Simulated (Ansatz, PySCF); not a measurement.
Pair of molecules: NH3 (SMILES N) (first 4 atoms) with NH3 (SMILES N); geometry from A24 set.
(charge 0, multiplicity 1):
```
atom    x (Å)    y (Å)    z (Å)
----  -------  -------  -------
N     -0.0500  -1.5871   0.0000
H      0.1230  -2.1685   0.8111
H      0.1230  -2.1685  -0.8111
H      0.6599  -0.8624   0.0000
N      0.0500   1.5871   0.0000
H     -0.1230   2.1685   0.8111
H     -0.6599   0.8624   0.0000
H     -0.1230   2.1685  -0.8111
```

Basis-set superposition error: the interaction energy with monomers in their own basis, and in the dimer's basis (counterpoise).

Run with Ansatz (a quantum-chemistry and plane-wave program); PySCF for 6-31G* rows. Values without a source in brackets are computed.

```
level                uncorrected (kcal/mol)  counterpoise (kcal/mol)  difference
-------------------  ----------------------  -----------------------  ----------
HF/6-31G*                             -3.16                    -2.14        1.02
HF/aug-cc-pVDZ                        -1.70                    -1.44        0.26
HF/aug-cc-pVTZ                        -1.49                    -1.47        0.03
r2SCAN/def2-TZVPPD                    -3.02                    -2.93        0.09
B97M-V/def2-TZVPPD                    -3.20                    -3.11        0.09
B3LYP/6-31G*                          -4.56                    -2.93        1.63
B3LYP/def2-TZVPPD                     -2.28                    -2.20        0.08
B2PLYP/def2-TZVPPD                    -2.69                    -2.55        0.14
SCS-MP2/aug-cc-pVDZ                   -3.01                    -2.32        0.70
CCSD(T)/aug-cc-pVTZ                   -3.23                    -3.00        0.22
```

The error is largest for B3LYP/6-31G* (1.63 kcal/mol) and smallest for HF/aug-cc-pVTZ (0.03 kcal/mol).
